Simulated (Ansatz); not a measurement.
Relaxation of C₂H₂O₂ (6 atoms, charge 0, multiplicity 1), to a largest force component of 0.02 eV/Å in at most 50 steps.

These are results of RKS PBE0-D4/def2-SVP (Ansatz), not measurements.

```xyz
6
Properties=species:S:1:pos:R:3
O 1.004 0.087 -1.636
C 0.234 0.026 -0.572
C -0.476 0.087 0.389
O -1.317 0.063 1.400
H 1.478 -0.745 -1.756
H -0.923 0.482 2.175
```

**Question.** Where does it end, and by what steps?

**Answer.** The forces met the threshold. After 8 steps the energy has fallen by 0.010 eV; H5 moved furthest, 0.03 Å.

```csv
step,energy less start (eV),largest force component (eV/Å),accepted
0,0.0000,1.164,yes
1,-0.0084,0.109,yes
2,-0.0093,0.080,yes
3,-0.0096,0.041,yes
4,-0.0098,0.038,yes
5,-0.0098,0.037,yes
6,-0.0101,0.032,yes
7,-0.0102,0.029,yes
8,-0.0103,0.009,yes
```

```xyz
6
Properties=species:S:1:pos:R:3
O 0.997 0.086 -1.647
C 0.232 0.046 -0.581
C -0.488 0.077 0.386
O -1.325 0.071 1.397
H 1.481 -0.747 -1.722
H -0.897 0.467 2.167
```

The run took 16 s on 1 thread of Arm Neoverse V1, on a shared host, peak memory 0.11 GiB.
